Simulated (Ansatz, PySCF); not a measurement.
Molecule: C₃H₆Cl, charge -1, multiplicity 1. It need not be the lowest isomer of its formula. Whether it binds its extra electron was not tested at this geometry. 
Geometry from a B3LYP-D3(BJ)/def2-TZVP (Ansatz, a program for electronic structure) optimisation:
```xyz
10

C      0.9005    -0.5667     0.0371
C      2.3918    -0.2107     0.0279
C      0.0846     0.7136     0.1306
H      0.6968    -1.1999     0.9101
H      0.6936    -1.2064    -0.8473
H      3.0262    -1.1047    -0.0002
Cl    -1.7722     0.1125    -0.0263
H      2.6394     0.3990    -0.8480
H      2.6461     0.3770     0.9140
H      0.1647     1.2054    -0.8548
```
Charge -1, spin multiplicity 1.

Total electronic energies in hartree. Cores are frozen in the correlated levels unless marked. No spin-orbit coupling. No relativistic terms. 

```
level                           program  energy (Eh)
-----------------------  --------------  -----------
HF/6-31G                         Ansatz   -576.43518
HF/cc-pV(D+d)Z                   Ansatz   -576.53465
PBE/def2-TZVPD                   Ansatz   -577.79506
PBE-D3(BJ)/def2-TZVPD    Ansatz + dftd3   -577.80202
B97M-V/def2-TZVPD                Ansatz   -578.03353
B3LYP-D4/def2-TZVPD      Ansatz + dftd4          ___
PBE0-D3(BJ)/def2-TZVPD   Ansatz + dftd3   -577.85376
PBE0-D4/def2-TZVPD       Ansatz + dftd4   -577.85419
PBE0/def2-QZVPP                  Ansatz   -577.86795
TPSSh-D3(BJ)/def2-TZVPD   PySCF + dftd3          ___
r2SCAN0-D4/def2-TZVPD    Ansatz + dftd4   -578.02861
HSE06-D3(BJ)/def2-TZVPD  Ansatz + dftd3          ___
CAM-B3LYP/def2-TZVPD              PySCF   -578.09253
LC-wPBE/def2-TZVPD               Ansatz   -577.94561
B2GP-PLYP/def2-TZVPD             Ansatz   -577.82683
B2PLYP-D4/def2-TZVPD     Ansatz + dftd4   -577.90401
RI-MP2/cc-pV(Q+d)Z               Ansatz   -577.38211
SCS-MP2/cc-pV(D+d)Z              Ansatz   -577.10267
SCS-MP2/cc-pV(T+d)Z              Ansatz   -577.31362
CCSD/cc-pV(T+d)Z                 Ansatz   -577.36172
CCSD(T)/cc-pV(D+d)Z              Ansatz   -577.18086
CCSD(T)/cc-pVDZ                   PySCF   -577.17512
```

### Question
What belongs in the gaps?

### Answer

- B3LYP-D4/def2-TZVPD, energy (Eh): -578.18651
- TPSSh-D3(BJ)/def2-TZVPD, energy (Eh): -578.18488
- HSE06-D3(BJ)/def2-TZVPD, energy (Eh): -577.83700
